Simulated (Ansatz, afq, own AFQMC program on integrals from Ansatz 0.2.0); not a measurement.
## Atomization energy of PtH₂O, singlet, worked out

```xyz
4

Pt    0.0048    0.0000    0.1741
O    -0.1104    0.0000   -1.8575
H     0.4099   -0.7773   -2.1046
H     0.4099    0.7773   -2.1046
```

Connectivity, by distances: Pt–OH2.

Basis def2-TZVP with its core potentials. Noble-gas cores (and the filled d shells of Ga–Kr and In–Xe) are frozen. Integrals, coupled cluster, full CI and functionals: Ansatz 0.2.0; the random walks run on the same integrals in our own AFQMC program. The CISD trial takes its coefficients from CCSD amplitudes. Released means that phaseless walkers are propagated on without the constraint, phases kept. Uncertainties: one standard error, sampling alone. No spin–orbit coupling. The metal's outer-core s and p shells are frozen, which shifts wave-function levels against functionals.

Total energies in eV. CBS is CCSD(T) at the limit of def2-TZVPP/QZVPP (extrapolated itself); the highest rung of each member is named.

Cautions: no spin-orbit coupling; outer-core shells of the metal frozen; PtH₂O (singlet): higher spins were not checked, restricted determinant unstable towards unrestricted (UHF 279 meV lower, ⟨S²⟩ 0.69).

```tsv
member	count	CCSD(T)/def2-TZVP	highest rung in def2-TZVP	which	CCSD(T)/CBS
Pt (triplet)	+1	-3228.0128	-3228.0269	CCSDT(Q)	-3230.9012
O (triplet)	+1	-2040.2212	-2040.2314	FCI	-2040.9924
H (doublet)	+2	-13.6005	-13.6005	FCI	-13.6059
PtH₂O, singlet	-1	-5305.5324	-5305.5842	CCSDT(Q)	-5309.9923
```

**Question.** Work out the best estimate of the atomization energy: the CCSD(T)/CBS difference plus the step from CCSD(T) to the highest rung.

**Answer.** Sums with the counts: CCSD(T)/CBS 10.8869 eV, highest rung 10.1249 eV, CCSD(T)/def2-TZVP 10.0974 eV. The step is 10.1249 − 10.0974 = 0.0275 eV, so the best estimate is 10.8869 + (0.0275) = 10.9144 eV. The basis set is worth 0.790 eV of it. Zero-point, core-correlation and spin–orbit terms aren't in it.

Best estimates are given only where the step beyond CCSD(T) is under 0.3 eV and no member's determinant is very poor (T1 over 0.05, or 0.07 for open shells, ⟨S²⟩ too high by 0.3, two states mixed), so the hardest cases are missing from such tables.

CCSDT and higher add their correlation energy to the determinant of the CCSD(T) run, since their own runs factorise the integrals more tightly (a shift of under 2 meV). Each member of a difference takes its own highest rung, so a best estimate needn't equal the limit plus the step of one row. The exponents were fitted on light atoms, and def2 sets of heavy atoms don't grow evenly, so the limit is rough here.
